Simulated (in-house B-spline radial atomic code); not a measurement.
Values are calculated unless marked as measured or tabulated.
**H ion on P atom: potential, deflection and energy transfer**

The pair potential comes from two frozen, spherical free-atom densities (PBE, B-spline radial code, scalar-relativistic past argon): electrostatics plus the change in Thomas-Fermi kinetic and Dirac exchange energy where they overlap, the recipe behind the universal ZBL potential, which averages such potentials (from solid-state densities) over many pairs. It is written V = (Z1 Z2 e²/r) φ(r/a), with e² = 14.3996 eV·Å and a = 0.46850 Å/(Z1^0.23 + Z2^0.23); ZBL's fit is φ = 0.18175 e^(−3.1998x) + 0.50986 e^(−0.94229x) + 0.28022 e^(−0.4029x) + 0.02817 e^(−0.20162x). Where φ falls below 4e-4 it is continued as an exponential.

Masses 1.01 and 30.97 u.

| x = r/a | φ, this pair | φ, ZBL |
| --- | --- | --- |
| 0.1 | 0.8937 | 0.8928 |
| 0.5 | 0.6277 | 0.6096 |
| 1.5 | 0.3077 | 0.2995 |
| 3 | 0.1529 | 0.1292 |
| 5 | 0.06342 | 0.05224 |
| 8 | 0.01601 | 0.01705 |
| 12 | 0.002908 | 0.00474 |

At x = 4 the electrostatic, kinetic and exchange parts are 8.98, 30.52 and -6.53 eV. Find r, V and φ.

a = 0.46850/(1.0000 + 1.8642) = 0.16357 Å, so r = 0.65428 Å. V = 8.98 + 30.52 + (-6.53) = 32.97 eV. The bare repulsion is 1 × 15 × 14.3996/0.65428 = 330.13 eV, so φ = 0.0999, +24.4 % against ZBL's 0.0803. The kinetic (Pauli) term is 93 % of V here.

The ion comes in at 0.1364 keV with impact parameter 0.0818 Å. The scattering integral gives a centre-of-mass angle of 140.2° and a closest approach of 2.229 a. What are the reduced energy, the energy passed on and the laboratory angles?

ε = E a M2/(Z1 Z2 e² (M1 + M2)) = 136.4 × 7.3337e-04 = 0.1. The most that one collision can pass on is γE with γ = 4 M1 M2/(M1 + M2)² = 0.1223. Here T = γE sin²(θ/2) = 0.1223 × 136.4 × 0.8843 = 14.75 eV. The ion turns by arctan(sin θ/(cos θ + M1/M2)) = 139.0° (second quadrant: it bounces back), and the struck atom leaves at (180° − θ)/2 = 19.9°. The closest approach is 0.365 Å. With ZBL the angle would be 139.86° and T = 14.72 eV.
